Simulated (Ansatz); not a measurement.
Basis-set extrapolation for `B#N` (triplet) (PBE0-D4/def2-TZVP geometry, frozen core, Ansatz). Multiplicity 3, UHF reference.

|  | cc-pV(T+d)Z | cc-pV(Q+d)Z |
| --- | --- | --- |
| HF | -79.015265 | -79.020834 |
| MP2 correlation | -0.219485 | -0.235691 |
| CCSD(T) correlation | -0.251324 | -0.265795 |

Energies in hartree. Use E(X) = E(∞) + A·exp(−5.46·√X) for Hartree–Fock and E(X) = E(∞) + B·X^(−3.05) for correlation, with X = 3 and 4.

Question: What is the CCSD(T) energy at the basis-set limit?

Answer: HF limit: -79.020834 + (-0.005569) × 0.30130 = -79.02251. Correlation limit: -0.265795 + (-0.014471) × 0.71189 = -0.27610. Total: -79.29861 hartree, 0.87 eV below CCSD(T)/cc-pV(T+d)Z.
